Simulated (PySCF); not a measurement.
Computed with B3LYP-D3(BJ)/def2-TZVP // PBE0-D4/def2-TZVP (PySCF). Isolated molecules, 0 K electronic values unless said otherwise. B3LYP has the VWN-RPA correlation part, as in Gaussian. 

Reference species (SMILES): `[OH]` (neutral, multiplicity 2).

The dipole moment is 1.77 D.

Changed species: `[Cl][Ga][Cl]` (radical fragment; the reference has radical fragment).

Problem. Give the shifts of the dipole moment.

Solution. the dipole moment hardly moves.
